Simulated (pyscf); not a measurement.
# Insertion: F–GeH: [singlet] + ammonia (NH₃) → H₂N–GeH₂–F

Gas phase, singlet surface, charge 0. Bonds broken: N4–H5. Bonds formed: Ge1–N4, Ge1–H5. PySCF, gas phase, ωB97X-D3(BJ)/def2-SVP geometries. MP2 and CC: frozen core, UHF for open shells. ΔMP2 is the change of the MP2 total energy from the triple- to the quadruple-zeta basis.

Transition state (Å):

```xyz
7

Ge     0.8055    -0.4408    -0.2123
F      0.8426     0.8159    -1.4413
H      1.1558     0.3035     1.1008
N     -1.0904    -0.8719     0.0745
H     -0.0075    -1.8597    -0.1068
H     -1.7033    -0.5475     0.8256
H     -1.6209    -1.0261    -0.7822
```

One imaginary mode, 1567i cm⁻¹; descent along it reached the two sides named, in the forms told below.

| bond | change | reactant side (Å) | saddle | product side |
|---|---|---|---|---|
| N4–H5 | breaks | 1.020 | 1.477 | 2.7 |
| Ge1–N4 | forms | 2.197 | 1.965 | 1.809 |
| Ge1–H5 | forms | 2.8 | 1.639 | 1.529 |

Electronic energies relative to the separated reactants (eV):

| level | barrier | reaction energy | reverse barrier |
|---|---|---|---|
| ωB97X-D3(BJ)/def2-TZVP | 1.27 | -1.54 | 2.81 |
| PBE/def2-TZVP | 0.99 | -1.23 | 2.22 |
| r²SCAN/def2-TZVP | 0.94 | -1.52 | 2.46 |
| B3LYP-D3(BJ)/def2-TZVP | 1.29 | -1.24 | 2.53 |
| PBE0-D3(BJ)/def2-TZVP | 1.09 | -1.47 | 2.56 |
| M06-2X/def2-TZVP | 1.20 | -1.56 | 2.77 |
| ωB97M-D3(BJ)/def2-TZVP | 1.39 | -1.29 | 2.68 |
| HF/def2-TZVP | 2.11 | -1.40 | 3.51 |
| MP2/def2-QZVPP | 1.13 | -1.60 | 2.74 |
| CCSD/def2-TZVPP | 1.41 | -1.50 | 2.91 |
| CCSD(T)/def2-TZVPP | 1.25 | -1.52 | 2.77 |
| CCSD(T)/def2-TZVPP + ΔMP2(QZVPP) | 1.27 | -1.46 | 2.73 |

With CCSD(T)/def2-TZVPP + ΔMP2(QZVPP) energies and thermal terms (ideal gas, 1 atm, RRHO with modes under 100 cm⁻¹ raised to 100, one conformer, R ln 2 for rigid chiral ones), in eV:

| T (K) | ΔH‡ | ΔG‡ | ΔH | ΔG |
|---|---|---|---|---|
| 298 | 1.19 | 1.64 | -1.45 | -0.98 |
| 600 | 1.21 | 2.09 | -1.42 | -0.52 |
| 900 | 1.24 | 2.52 | -1.36 | -0.08 |
| 1200 | 1.28 | 2.94 | -1.31 | +0.33 |

On the reactant side the descent ends in an adduct with a Ge–N contact, 1.09 eV under the separated species and 2.36 eV under the saddle at ωB97X-D3(BJ)/def2-TZVP. What is counted as formed (Ge–N) is already present as a longer contact in the reactant adduct; forming that adduct is a step of its own. This is the saddle that the search found; another between the same sides may lie lower. The CCSD(T) − MP2 part came from Ansatz, without density fitting, on the same reference. The frozen core leaves the outer d or s,p core shells of the metals and heavy elements correlated in the MP2 and CC values, and def2-TZVPP describes them poorly, which can shift differences by a few kcal/mol. Elements up to Kr have no core potential and no relativistic terms here.
